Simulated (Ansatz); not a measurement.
# AlBH2 (triplet): from Hartree-Fock to the top rungs, 6-31G

Aim: climb from Hartree-Fock through coupled cluster and multireference methods for AlBH2 (triplet) at one geometry and basis, and see what each rung misses.

Computed with Ansatz 0.2.0, Gaussian basis. Level: 6-31G, core rule «outside noble gas», up to 6 orbitals frozen.

To be run: UHF; CCSD(T) on ROHF; CCSD(T) on UHF; BCCD(T) on ROHF; CISD as a restricted active space (open shells left free, so some higher excitations enter); CCSDT(Q) on ROHF; CCSDT(Q) on UHF; CISDTQ; CCSDTQ on ROHF; CASSCF and MRCISD+Q, 8 electrons in 10 orbitals; CASSCF and NEVPT2, 8 electrons in 10 orbitals; Full CI.

11 further runs of the same task are left out: 2 that didn't finish, 9 set aside as unsound or not needed. Runs told in other sessions of the task aren't counted.

### 1 The geometry

The geometry is a PBE0/def2-TZVP stationary point (not a proven minimum) of the parent state, kept for this charge and spin.

4 atoms, charge 0, spin multiplicity 3.

Atoms are counted from 1 here; the program's logs count them from 0.

Bond lengths: B1–Al2 2.055 Å, B1–H3 1.197 Å, Al2–H4 1.595 Å. Angles: Al2–B1–H3 139.8°, B1–Al2–H4 128.5°.

### 2 UHF

File in.yaml:

```yaml
crystal:
  periodic: [false, false, false]
  atoms:
    - {symbol: B, position_ang: [0.000000, -0.236580, 1.427367]}
    - {symbol: Al, position_ang: [0.000000, 0.116336, -0.597031]}
    - {symbol: H, position_ang: [0.000000, 0.366780, 2.461377]}
    - {symbol: H, position_ang: [0.000000, -0.943450, -1.789164]}
basis:
  gaussian: {orbitals: 6-31G}
magnetization: {spin_polarized: true, initial_magnetization: 2}
hamiltonian: {xc: hf}
output: {orbitals: {seedname: orbitals}}
```

On the command line:

```
$ ansatz run in.yaml --threads 1 --pin off --events-out ev --progress --plain --max-ram 2393MiB
```

The runs that follow: CCSD(T) on ROHF; CCSD(T) on UHF; BCCD(T) on ROHF; CISD as a restricted active space (open shells left free, so some higher excitations enter); CCSDT(Q) on ROHF; CCSDT(Q) on UHF; CISDTQ; CCSDTQ on ROHF; CASSCF and MRCISD+Q, 8 electrons in 10 orbitals; CASSCF and NEVPT2, 8 electrons in 10 orbitals; Full CI.

**Question.** What will the summary of the whole plan be? Wanted: FCI from the RHF energy; RMP2 from FCI; UMP2 from FCI; RCCSD from FCI; RCCSD(T) from FCI; UCCSD(T) from FCI; RCCSDT(Q) from FCI; UCCSDT(Q) from FCI; NEVPT2 valence from FCI.

**Answer**, as computed:

| quantity | value |
| --- | --- |
| FCI from the ROHF energy | -2.8697 eV |
| RMP2 from FCI | +934.5 meV |
| UMP2 from FCI | +886.4 meV |
| RCCSD from FCI | +115.8 meV |
| RCCSD(T) from FCI | +39.7 meV |
| UCCSD(T) from FCI | +36.9 meV |
| RCCSDT(Q) from FCI | +1.9 meV |
| UCCSDT(Q) from FCI | +1.4 meV |
| NEVPT2 valence from FCI | +203.9 meV |
| MRCISD+Q valence from FCI | +9.5 meV |
| levels within 1 kcal/mol (43 meV) | RCCSD(T), UCCSD(T), BCCD(T), RCCSDT, UCCSDT, CISDTQ, RCCSDT(Q), UCCSDT(Q), RCCSDTQ, MRCISD valence, MRCISD+Q valence |
| T1 diagnostic | 0.065 |
| effectively unpaired electrons | 2.05 |

RCCSD(T) misses by +39.7 meV, 1.4 % of the correlation energy. The occupations are near whole numbers, but T1 = 0.065 shows that the orbitals relax strongly. Of the multireference levels listed MRCISD+Q valence comes nearest in total energy (+9.5 meV), which doesn't show that its space is the better one. These misses are within one basis, not against nature; the frozen cores of restricted and unrestricted runs differ, which can shift their rows.

Levels on UHF freeze UHF's core orbitals, full CI those of ROHF, so the U rows can settle a little off it for that reason alone.

With open shells the CI space here admits some higher excitations, so it is larger than plain CISD.
